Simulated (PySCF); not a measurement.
PySCF input:

```python
from pyscf import gto, scf, mp, cc as ccmod

mol = gto.M(
    atom='''
    C     1.52595049    0.66962465   -0.00514131
    C     0.01306672    0.83177596    0.01107469
    S    -0.76842299   -0.82795444   -0.00401662
    H    -2.04530251   -0.41196503    0.01342695
    H    -0.30620621    1.36414052    0.90638732
    H    -0.32262366    1.38796375   -0.86351038
    H     2.00875442    1.64843170    0.00355520
    H     1.87121493    0.11325855    0.86772264
    H     1.85482770    0.13703792   -0.89891611
    ''',
    basis='cc-pvdz',
    charge=0,
    spin=0,
    verbose=4,
)

mf = scf.RHF(mol)
mf.conv_tol = 1e-10
mf.max_cycle = 100
mf.kernel()
mp2 = mp.MP2(mf, frozen=7).run()
cc = ccmod.CCSD(mf, frozen=7)
cc.max_cycle = 100
cc.kernel()
et = cc.ccsd_t()
print(f'E(CCSD(T)) = {cc.e_tot + et:.9f}')
```

Task: What final total energy does it print?

Result: -477.25351 Eh (CCSD(T)/cc-pVDZ).
